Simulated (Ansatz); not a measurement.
## Worked example: building the atomization energy of N2, singlet

Measured: the G2/97 heats of formation, with zero-point and thermal terms from B3LYP taken off, give an electronic atomization energy of 228.5 kcal/mol (Curtiss et al., J. Chem. Phys. 106, 1063 (1997); Staroverov et al., J. Chem. Phys. 119, 12129 (2003)). The calculation below tries to reproduce it.

Geometry (MP2(full)/6-31G*, from the G2/97 set):

```xyz
2

N     0.0000    0.0000    0.0000
N     0.0000    0.0000    1.1300
```

Atomization energies (atoms less molecule, kcal/mol) from Ansatz 0.2.0, frozen cores, restricted molecule, unrestricted atoms (their steps beyond CCSDT(Q) from restricted open-shell runs), sets cc-pVDZ, cc-pVTZ, cc-pVQZ:

```csv
level,DZ,TZ,QZ
HF,103.19,108.57,109.40
CCSD(T),200.28,215.14,221.25
CCSDT,200.12,214.49,220.50
CCSDT(Q),201.32,215.76,221.84
CCSDTQ,201.12,–,–
full CI,201.34,–,–
```

Question: Extrapolate Hartree–Fock with exp(−5.46 √X) and the CCSD(T) correlation part with X⁻³ (X = 3, 4), add each higher step from the largest set that has it, and compare with the measured value.

Answer: Hartree–Fock: 109.40 + (109.40 − 108.57) × 0.301 = 109.65.
Correlation: TZ 106.57, QZ 111.85; (64 × 111.85 − 27 × 106.57) / 37 = 115.70.
Full triples (QZ): 220.50 − 221.25 = -0.75.
(Q) (QZ): 221.84 − 220.50 = 1.34.
Full quadruples (DZ): 201.12 − 201.32 = -0.20.
Full CI (DZ): 201.34 − 201.12 = 0.22.
Sum: 226.0 kcal/mol, 2.5 below the measured 228.5.

The steps beyond CCSD(T) add 0.61 kcal/mol, while going from QZ to the limit adds 4.10. Core correlation, scalar relativity, spin–orbit terms and the relaxation from this MP2 geometry are missing from the sum, and the measured value has its own uncertainty.
